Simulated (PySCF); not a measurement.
Species: C₅H₇F.
Numbering: `[F:1][CH:2]=[C:3]1[CH2:4][CH2:5][CH2:6]1` (hydrogens: H7 on C2; H8, H9 on C4; H10, H11 on C5; H12, H13 on C6)

Method used: core-valence-separated Tamm–Dancoff BHandHLYP/aug-pcX-1 (pcseg-1 on H) in PySCF, non-relativistic, gas phase, PBE0-D3(BJ)/def2-SVP geometry. The energies are unshifted.

(1) List the fluorine K-edge absorption lines.

(2) What does the C 1s absorption edge look like?

## Answers

(1) 
| E (eV) | f | core hole on | main final orbital |
| --- | --- | --- | --- |
| 686.03 | 0.0102 | F1 | LUMO+1 (63 %) |
| 686.10 | 0.0184 | F1 | spread |
| 687.30 | 0.0125 | F1 | LUMO+3 (47 %) |
| 687.97 | 0.0054 | F1 | LUMO+4 (44 %) |
| 688.15 | 0.0039 | F1 | LUMO (56 %) |
| 688.34 | 0.0001 | F1 | LUMO+9 (47 %) |
| 688.47 | 0.0059 | F1 | spread |

The first line with a tenth or more of the strongest one's intensity is at 686.03 eV (f = 0.010), with the hole on F1 (vinyl fluorine). The strongest listed is at 686.10 eV (f = 0.018; F1).

(2) 
```
E (eV)       f  core hole on  main final orbital                        polarisation
283.06  0.0576            C3       LUMO+1 (51 %)  normal to the local trigonal plane
284.82  0.0638            C2       LUMO+1 (40 %)  normal to the local trigonal plane
285.52  0.0171            C6       LUMO+1 (79 %)                                   –
285.53  0.0035            C4       LUMO+1 (77 %)                                   –
285.69  0.0111            C5         LUMO (78 %)                                   –
285.75  0.0186            C5       LUMO+1 (73 %)                                   –
285.86  0.0188            C6         LUMO (40 %)                                   –
285.86  0.0035            C4              spread                                   –
286.34  0.0118            C5       LUMO+2 (56 %)                                   –
286.35  0.0173            C3       LUMO+3 (44 %)         in the local trigonal plane
286.52  0.0138            C6         LUMO (32 %)                                   –
286.60  0.0117            C4         LUMO (47 %)                                   –
286.76  0.0011            C3         LUMO (40 %)         in the local trigonal plane
286.83  0.0056            C5              spread                                   –
286.93  0.0029            C3       LUMO+2 (43 %)         in the local trigonal plane
286.96  0.0173            C4       LUMO+6 (59 %)                                   –
286.96  0.0055            C6       LUMO+3 (35 %)                                   –
287.00  0.0064            C4       LUMO+2 (34 %)                                   –
287.14  0.0081            C5       LUMO+6 (74 %)                                   –
287.17  0.0188            C6       LUMO+6 (47 %)                                   –
287.22  0.0425            C2       LUMO+3 (42 %)         in the local trigonal plane
287.39  0.0157            C4       LUMO+3 (36 %)                                   –
287.43  0.0008            C3       LUMO+1 (43 %)                                   –
```

The first line with a tenth or more of the strongest one's intensity is at 283.06 eV (f = 0.058), with the hole on C3 (fully substituted alkene carbon), polarised normal to the local trigonal plane: a 1s→π* resonance. The strongest listed is at 284.82 eV (f = 0.064; C2, 1s→π*).

Roots within 0.03 eV whose holes lie on the same, on equivalent or on shared atoms are summed into one line, and the highest roots are left out, as the search may have cut off their partners. Final orbitals are the ground state's empty Kohn–Sham orbitals. A dash: too weak, shared between unlike atoms, or no plane or axis to refer to.

Q: What length of transition dipole belongs to the line at 687.30 eV?

A: From f = (2/3) ΔE |μ|² in atomic units, with ΔE = 25.258 Eh and f = 0.0125: |μ| = 0.027 au = 0.07 D.

The ionisation thresholds weren't computed; near and above them a finite basis only mimics Rydberg series and continuum.
